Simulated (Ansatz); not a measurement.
## Multireference treatment of C₃H₆, singlet

Computed with Ansatz's Gaussian-basis code (development build); NEVPT3, NEVPT4(SD), MRCISD by development code. Basis cc-pVTZ, nonrelativistic, 3 orbitals frozen in the corrections. State-specific CASSCF; RHF is the lowest restricted (open-shell) Hartree–Fock solution met. Solutions may break the symmetry of the shape. No proof that the lowest CASSCF solution was found.

Geometry:

```xyz
9

C     0.0000   -0.2220   -1.2791
C     0.0000    0.4612   -0.1301
H     0.0000   -1.3081   -1.2946
H     0.0000    0.2794   -2.2408
H     0.0000    1.5499   -0.1638
C     0.0000   -0.1644    1.2306
H     0.0000   -1.2551    1.1613
H     0.8804    0.1425    1.8046
H    -0.8804    0.1425    1.8046
```

What do CASSCF and its corrections give against RHF in CAS(2,2), and what are the occupations?

CASSCF -0.732 eV, SC-NEVPT2 -13.926 eV, FIC-NEVPT2 -13.928 eV, NEVPT3 -14.816 eV, NEVPT4(SD) -15.207 eV, MRCISD -13.285 eV; occupations 1.92, 0.08. The MRCI reference weight is 0.880.

How do single-reference totals in the same basis and frozen core stand against SC-NEVPT2 in CAS(2,2)?

CCSD(T) -1.489 eV. Coupled cluster stands on the determinant that it favours, which can lie over the RHF solution above, and is in doubt where the occupations are far from 0, 1 and 2.

Roughly how much CPU time does a whole run from the default start take (median of such runs, summed over threads; nearly all runs on one pinned thread of a shared server, mostly Xeon at 2.3 to 2.6 GHz, by a development driver)?

CAS(2,2): about 12 s. Other jobs ran beside these, and the count of passes differs.
